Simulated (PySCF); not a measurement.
Molecule (SMILES): C=CF.
Geometry (B3LYP-D3(BJ)/def2-TZVP, fixed):
```xyz
6

C      0.0048     0.4339    -0.0020
C      1.1838    -0.1536     0.0049
F     -1.1460    -0.2672    -0.0028
H     -0.1758     1.5010    -0.0077
H      1.2800    -1.2303     0.0104
H      2.0778     0.4520     0.0052
```
Charge 0, spin multiplicity 1.

Basis-set convergence of the lowest singlet excitation energy at CAM-B3LYP with PySCF. Tamm-Dancoff approximation; the state is taken by its order, and sets in which it differs in degeneracy or brightness are left out, yet its character can still change. All functions are spherical. Density fitting with generated auxiliary sets. In sets without p functions on hydrogen, species with hydrogen take exact integrals. No added dispersion term, no relativity. Reference: the value in d-aug-cc-pVTZ, 6.833 eV, itself unsure by roughly 0.015 eV (its mean distance from aug-pcseg-2, aug-cc-pVTZ). Deviations are taken from unrounded values. Cost is core time over that of cc-pVDZ, rough, on shared machines of one kind; a dash marks a row that isn't timed (too short, read off another run, short of memory, by another algorithm or on other hardware).

```tsv
basis	functions	lowest singlet excitation energy (eV)	minus reference (eV)	cost
def2-SV(P)	48	8.451	1.619	-
cc-pVDZ	57	8.352	1.520	1×
pcseg-1	57	8.111	1.278	1×
6-31+G*	60	7.174	0.341	-
6-311+G**	84	7.195	0.363	3×
aug-cc-pVDZ	96	6.843	0.010	3×
aug-pcseg-1	96	6.861	0.028	3×
cc-pVTZ	132	8.010	1.177	5×
d-aug-cc-pVDZ	135	6.818	-0.015	8×
def2-TZVPP	135	8.174	1.342	6×
aug-pcseg-2	207	6.848	0.015	20×
def2-QZVPP	261	7.578	0.746	30×
d-aug-cc-pVTZ	282	6.833	0.000	50×
```

The smallest set listed that lies within 0.2 eV of the reference with all its larger relatives (same family, alike in diffuse functions; a set with none counts only in the reference's own line) is aug-pcseg-1 (96 functions, 3× in cost, 0.028 eV off). Inside the window by cancellation, since a larger relative falls out: aug-cc-pVDZ. (Relatives not listed, tested too: jun-cc-pV(T+d)Z 0.231, aug-cc-pVTZ 0.015 eV.)
